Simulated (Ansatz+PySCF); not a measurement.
# singlet C₂H₂: levels of theory in one basis

| atom | x (Å) | y (Å) | z (Å) |
| --- | --- | --- | --- |
| C | -0.0140 | -0.0452 | -0.6204 |
| C | -0.0192 | -0.0432 | 0.6205 |
| H | -0.0291 | -0.0316 | -1.6538 |
| H | 0.0289 | 0.0338 | 1.7020 |

Basis set: def2-SVP (spherical functions). Left uncorrelated: 2 orbitals. Charge 0, multiplicity 1.

Computed with Ansatz (development build ahead of 0.2.0); each method stands on the lowest determinant of its kind that the runs found. NEVPT2 correlates all electrons. Active spaces start from the frontier orbitals, and the lowest solution found is given.

```csv
method,E − E(RHF) (eV),<S²> of the determinant
RHF,0.00,0.00
RHF-MP2,-7.11,–
UHF-MP2,-7.08,0.01
RHF-CCSD,-7.54,–
UHF-CCSD,-7.54,0.01
RHF-CCSD(T),-7.86,–
UHF-CCSD(T),-7.86,0.01
"SC-NEVPT2(4,4)",-7.22,–
```

Task: What does CASSCF(4,4) give on the same scale?

Result: -1.99 eV.

Task: Is a single determinant a sound starting point here?

Result: By this sign, yes. Unrestricted orbitals gain 0.00 eV and <S²> is 0.01 against 0.00 for a pure state. The CASSCF(4,4) natural occupations are 1.93, 1.93, 0.07, 0.07.
